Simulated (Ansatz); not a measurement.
# AlH3Mg: the cost of one run

All numbers below are computed with Ansatz 0.2.0 (RKS BLYP/def2-SVP).

## Step 1: The system as given

Bond lengths: Mg1–Al2 2.599 Å, Mg1–H3 1.723 Å, Al2–H4 1.593 Å, Al2–H5 1.593 Å. Angles: Mg1–Al2–H4 128.2°, Mg1–Al2–H5 126.8°, H4–Al2–H5 105.0°, Al2–Mg1–H3 177.8°.

Coordinates:

```xyz
5

Mg    0.5234   -1.2873    0.7989
Al   -0.3346    0.7811   -0.5204
H     1.1128   -2.6186    1.7201
H    -1.6497    0.9057   -1.4105
H     0.3481    2.2191   -0.5880
```

## Step 2: Relaxing end A

input.yaml reads:

```yaml
crystal:
  periodic: [false, false, false]
  atoms:
    - { symbol: Mg, position_ang: [0.52336, -1.28733, 0.79888] }
    - { symbol: Al, position_ang: [-0.33458, 0.78109, -0.52044] }
    - { symbol: H, position_ang: [1.11284, -2.61857, 1.72006] }
    - { symbol: H, position_ang: [-1.6497, 0.90573, -1.41052] }
    - { symbol: H, position_ang: [0.34807, 2.21907, -0.58798] }
basis:
  gaussian: { orbitals: def2-SVP }
hamiltonian:
  xc: blyp
relax:
  f_tol: 0.02
  max_steps: 50
```

On the command line:

```console
ansatz run input.yaml --threads 1 --pin off --max-ram 2048MiB --backend cpu --events-out ev --progress --plain --runs-dir out
```

What time and memory should one allow on 1 thread of Arm Neoverse V1, shared host?

About 7.6 s, with a peak of 0.09 GiB.
